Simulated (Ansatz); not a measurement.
We consider antifluorite Mg2Ge, described by HSE06-D3(BJ) (PAW; Ansatz, an electronic-structure program).

Run with plane-wave cutoff 460 eV, 8×8×8 k mesh, Fermi–Dirac smearing 0.01 eV, scalar-relativistic PAW data made under PBE.

Computed points:

```
V (Å³/atom)  E − E_lowest (meV/atom)  P (GPa)
-----------  -----------------------  -------
19.484                         10.32     3.49
19.997                          2.16     1.64
20.301                          0.00     0.65
21.022                          1.88    -1.43
21.581                          9.31    -2.81
```

Problem. Estimate the bulk modulus from the pressures at 20.301 and 21.022 Å³/atom, and compare it with a fit to all energies.

Solution. B = −V dP/dV. Between V = 20.301 and 21.022 Å³/atom, dP/dV = (-1.43 − (0.65))/(21.022 − 20.301) = -2.88 GPa per Å³/atom; at the midpoint 20.661 Å³/atom this gives B ≈ 59.6 GPa. The third-order Birch–Murnaghan fit gives V0 = 20.514 Å³/atom, B0 = 61.2 GPa, B′ = 4.0, which lies 3 % above that estimate.

Measured, for comparison: equilibrium volume per atom 21.69 Å³/atom (temperature not stated, no zero-point or thermal correction; as tabulated in Grosch, Range, J. Alloys Compd. 235, 250 (1996)). Computed (rounded) less measured: equilibrium volume per atom -5.4 %.

Computed values are for the static lattice.

It cost roughly 19 core-minutes of CPU time.
